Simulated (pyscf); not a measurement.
**Substitution at N: H₃C–N(CH₃)–SiH₃ + H atom (H•) → silyl (SiH₃•) + H₃C–NH–CH₃**

Gas phase, doublet surface, charge 0. Bonds broken: Si1–N2. Bonds formed: N2–H14. Single points on ωB97X-D3(BJ)/def2-SVP structures (PySCF, gas phase).

Transition state (Å):

```xyz
14

Si     1.3036     0.2305     0.1385
N     -0.4654     0.7696    -0.1245
C     -1.3225    -0.3495    -0.5874
C     -1.0343     1.4122     1.0857
H      1.8563    -0.7808     1.1081
H      1.9467     1.5378     0.4562
H      1.6554    -0.2401    -1.2321
H     -2.2893     0.0697    -0.9146
H     -0.8413    -0.8411    -1.4450
H     -1.4805    -1.0849     0.2147
H     -1.9926     1.8832     0.8074
H     -1.1927     0.6762     1.8873
H     -0.3449     2.1932     1.4370
H     -0.7372     1.6519    -1.0068
```

One imaginary mode, 2144i cm⁻¹; descent along it reached the two sides named, in the forms told below.

```tsv
bond	change	reactant side (Å)	saddle	product side
Si1–N2	breaks	1.736	1.868	2.452
N2–H14	forms	2.9	1.277	1.019
```

Electronic energies relative to the separated reactants (kcal/mol):

```
level                   barrier  reaction energy  reverse barrier
----------------------  -------  ---------------  ---------------
ωB97X-D3(BJ)/def2-TZVP     18.0             -3.8             21.8
PBE/def2-TZVP               5.1            -10.2             15.4
r²SCAN/def2-TZVP            6.6             -9.9             16.5
B3LYP-D3(BJ)/def2-TZVP      9.2             -8.8             18.0
PBE0-D3(BJ)/def2-TZVP      10.0             -7.7             17.7
M06-2X/def2-TZVP           13.0             -6.4             19.3
ωB97M-D3(BJ)/def2-TZVP     15.1             -6.0             21.1
HF/def2-TZVP               36.4             -6.8             43.2
```

With ωB97M-D3(BJ)/def2-TZVP energies and thermal terms (ideal gas, 1 atm, RRHO with modes under 100 cm⁻¹ raised to 100, one conformer, R ln 2 for chiral ones without a mode under 150 cm⁻¹), in kcal/mol:

```
T (K)   ΔH‡   ΔG‡    ΔH     ΔG
-----  ----  ----  ----  -----
298    15.6  23.4  -2.5   -5.7
600    15.0  31.6  -3.8   -8.5
900    14.6  40.0  -5.3  -10.6
1200   14.3  48.5  -6.7  -12.1
```

On the product side the descent ends in a complex, 7.9 kcal/mol under the separated species and 29.7 kcal/mol under the saddle at ωB97X-D3(BJ)/def2-TZVP. The same reactants have a lower exit, to H₃C–N(CH₃)–SiH₂• + H₂ (barrier +3.6 kcal/mol at ωB97M-D3(BJ)/def2-TZVP, against +15.1 kcal/mol here). H₃C–NH–CH₃ lies 7.8 kcal/mol over its isomer H₃C–CH₂–NH₂ (electronic energy, ωB97M-D3(BJ)/def2-TZVP). This is the saddle that the search found; another between the same sides may lie lower. The angle at the attacked N is 120°.
